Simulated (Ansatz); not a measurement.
Species: AlF3, SMILES `[F][Al]([F])[F]` (charge 0, multiplicity 1).

Q: Give a relaxed geometry from B3LYP-D3(BJ)/def2-TZVP (Ansatz, an electronic-structure program).

A: the end point of this relaxation (outside a Z-matrix the atoms follow the SMILES, hydrogens last).
Z-matrix (Å, degrees):
```
Al
F 1 1.6342
F 1 1.6342 2 120.01
F 1 1.6342 2 120.01 3 180.00
```
